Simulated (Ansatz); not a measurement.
A run of Ansatz (development build ahead of 0.2.0) on doublet C2(-) at this shape:

```xyz
2

C     0.0015   -0.0169   -0.5867
C    -0.0386   -0.0157    0.6060
```

Its results:

| Property | Result |
| --- | --- |
| Converged | yes |
| Reference energy | -75.48678 hartree |
| Correlation energy | -0.14887 hartree |
| Total energy | -75.63564 hartree |
| Spin squared of the determinant | 0.920 |

Problem. Which input gives this output? Name the method, the orbitals and the basis set, and write the input.

Solution. UHF-MP2 in 6-31G.

```yaml
crystal:
  periodic: [false, false, false]
  atoms:
    - { symbol: C, position_ang: [0.00155, -0.01695, -0.58669] }
    - { symbol: C, position_ang: [-0.03857, -0.01565, 0.606] }
basis:
  gaussian: { orbitals: "6-31G" }
total_charge: -1
magnetization:
  spin_polarized: true
  initial_magnetization: 1
hamiltonian:
  xc: hf
correlation:
  method: mp2
  frozen_orbitals: { C: 1 }
```

Caution: no diffuse functions for an anion; the unrestricted determinant is spin contaminated.
